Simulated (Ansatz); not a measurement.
Input for Ansatz (development build ahead of 0.2.0):

```yaml
crystal:
  periodic: [false, false, false]
  atoms:
    - { symbol: P, position_ang: [0.0, 0.0, 0.0] }
    - { symbol: F, position_ang: [0.0, 0.0, 1.59] }
basis:
  gaussian: { orbitals: def2-SVP }
magnetization:
  initial_magnetization: 2
hamiltonian:
  xc: hf
correlation:
  method: ccsd_t
  frozen_orbitals: { F: 1, P: 5 }
```

The input is written out in the form of the current development build from the run's settings. Correlation on restricted open-shell orbitals is semicanonical, with singles.

Results

```
Converged          : yes
Reference energy   : -439.96430 hartree
Correlation energy : -0.28734 hartree
Total energy       : -440.25164 hartree
Stability test     : minimum among restricted orbitals
```
